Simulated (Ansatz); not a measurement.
One change: `CC(O)(F)F` becomes `CC(C)(F)F`.

Ansatz, PBE0-D4/def2-TZVP geometries, multiplicity 1. Each molecule was computed in one conformer, which needn't be the lowest.

```json
{"property": "size of the dipole moment (ωB97M-V/def2-TZVPP) / D", "`CC(O)(F)F`": "0.83"}
{"property": "HOMO–LUMO gap (PBE/def2-TZVPP) / eV", "`CC(O)(F)F`": "8.11"}
{"property": "HOMO energy (ωB97M-V/def2-TZVPP) / eV", "`CC(O)(F)F`": "-12.29"}
{"property": "LUMO energy (PBE/def2-TZVPP) / eV", "`CC(O)(F)F`": "0.26"}
{"property": "HOMO energy (B3LYP/def2-TZVPP) / eV", "`CC(O)(F)F`": "-9.49"}
{"property": "HOMO energy (PBE/def2-TZVPP) / eV", "`CC(O)(F)F`": "-7.85"}
```

Task: Give the same properties after the change, and the shifts. (Estimate.)

Result: Ansatz gave: 
| property | `CC(C)(F)F` | shift |
| --- | --- | --- |
| size of the dipole moment (ωB97M-V/def2-TZVPP) / D | 2.32 | 1.49 |
| HOMO–LUMO gap (PBE/def2-TZVPP) / eV | 8.17 | 0.06 |
| HOMO energy (ωB97M-V/def2-TZVPP) / eV | -11.88 | 0.41 |
| LUMO energy (PBE/def2-TZVPP) / eV | 0.43 | 0.17 |
| HOMO energy (B3LYP/def2-TZVPP) / eV | -9.25 | 0.24 |
| HOMO energy (PBE/def2-TZVPP) / eV | -7.74 | 0.11 |

With PBE0 the HOMO rises by 0.30 eV and the LUMO rises by 0.07 eV, so the gap narrows by about 0.23 eV. PBE moves the HOMO by 0.11 eV and ωB97M-V by 0.41 eV. The zero-point energy changes by 60.8 kJ/mol with +6 modes. Dipoles are sizes alone; their direction can turn.

B3LYP here is the variant with VWN-RPA as its local correlation; programs differ in this.
